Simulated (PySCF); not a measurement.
## Working out the ionisation energy of F

F [He] 2s2 2p5 (2P) → F⁺ [He] 2s2 2p4 (3P). Computed with PySCF 2.14 in dyall-av3z (15s9p3d2f, 71 functions), with the spin-free X2C one-electron Hamiltonian (Gaussian nucleus). Frozen: 1s2; the 14 highest virtual orbitals dropped. Energies in hartree (1 hartree = 27.21139 eV):

```csv
part,F (lower),F⁺ (upper)
UHF,-99.503171,-98.928505
CCSD correlation,-0.223209,-0.166469
(T),-0.004603,-0.002363
```

Task: What does Hartree-Fock give?

Result: (-98.928505) − (-99.503171) = 0.574666 hartree = 15.637 eV.

Task: What do CCSD and CCSD(T) give?

Result: The CCSD correlation energies differ by 0.056740 hartree = 1.544 eV and the triples by 0.002240 hartree = 0.061 eV, so CCSD gives 17.181 eV and CCSD(T) 17.242 eV.

Measured between the centres of the two terms (NIST): 17.427 eV, so CCSD(T) (valence) is off by -0.185 eV.

What remains against the reference includes basis incompleteness, the frozen core and higher excitations.
